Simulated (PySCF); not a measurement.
PySCF input (B3PW91/6-31G* (5d)):

```python
from pyscf import gto, dft

mol = gto.M(
    atom='''
    C    -0.00000000   -0.00000000   -0.51434199
    O     0.00000000    0.00000000    0.58709802
    H    -0.00000000   -0.00000000   -1.61073223
    ''',
    basis='6-31g*',
    charge=1,
    spin=0,
    verbose=4,
)

mf = dft.RKS(mol, xc='b3pw91')
mf.grids.level = 3
mf.conv_tol = 1e-9
mf.max_cycle = 100
mf.max_memory = 1500
mf.kernel()
if not mf.converged:
    mf = mf.newton()
    mf.kernel(mf.make_rdm1())
mf.dip_moment()
```

Task: Predict the final energy.

Result: -113.49559 Eh.
